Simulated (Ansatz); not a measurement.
# B₂H₄: small, medium and large basis sets

One table from this session's results is given with a row withheld; the runs are named, their logs left out.

Method: one geometry, several basis sets; program: Ansatz 0.2.0, Gaussian basis.

Plan: PBE0-D4/def2-SVP; ωB97M-V/def2-SVP; PBE0-D4/def2-QZVPP; ωB97M-V/def2-QZVPP; CCSD(T)/cc-pV(D+d)Z; CCSD(T)/cc-pV(T+d)Z; MP2/cc-pV(Q+d)Z; the functionals' def2-TZVPP values are taken from earlier runs.

3 further runs of the same task are left out: 3 that didn't finish.

## Structure used throughout

An earlier PBE0-D4 in a triple-zeta def2 set relaxation fixed the geometry.

SMILES `BB`, 6 atoms, charge 0, spin multiplicity 1.

Atoms are counted from 1 here; the program's logs count them from 0.

Bond lengths: B1–B2 1.628 Å, B1–H3 1.201 Å, B1–H4 1.201 Å, B2–H5 1.201 Å, B2–H6 1.201 Å. Angles: B2–B1–H3 122.2°, B2–B1–H4 122.0°, H3–B1–H4 115.8°, B1–B2–H5 122.2°, B1–B2–H6 122.1°, H5–B2–H6 115.8°.

The first run:

Contents of in.yaml:

```yaml
crystal:
  periodic: [false, false, false]
  atoms:
    - {symbol: B, position_ang: [-0.227425, -0.785893, -0.087274]}
    - {symbol: B, position_ang: [0.240305, 0.764892, 0.072226]}
    - {symbol: H, position_ang: [-1.211725, -1.215887, 0.448992]}
    - {symbol: H, position_ang: [0.391983, -1.572923, -0.749495]}
    - {symbol: H, position_ang: [-0.128772, 1.624305, -0.680503]}
    - {symbol: H, position_ang: [0.977834, 1.121507, 0.949953]}
basis:
  gaussian: {orbitals: def2-SVP}
hamiltonian: {xc: pbe0, dispersion: d4}
output: {orbitals: {seedname: orbitals}}
```

On the command line:

```sh
$ ansatz run in.yaml --threads 2 --pin off --events-out ev --progress --plain --max-ram 4352MiB
```

Steps of the session up to this table: PBE0-D4 in def2-SVP; ωB97M-V in def2-SVP; PBE0-D4 in def2-QZVPP; ωB97M-V in def2-QZVPP.

One table of the session follows, with a row left open; its other results are not shown here.

It belongs to the step «Density functionals: the series». 

```
functional       basis  HOMO (eV)  LUMO (eV)
   PBE0-D4    def2-SVP      -8.62      -1.58
   PBE0-D4  def2-TZVPP      -8.65      -1.67
   PBE0-D4  def2-QZVPP          ?          ?
   ωB97M-V    def2-SVP     -10.89       0.51
   ωB97M-V  def2-TZVPP     -10.96       0.28
   ωB97M-V  def2-QZVPP     -10.96       0.21
```

Q: Estimate the row for PBE0-D4, def2-QZVPP from the others.

**Answer.** HOMO (eV): -8.65; LUMO (eV): -1.68.
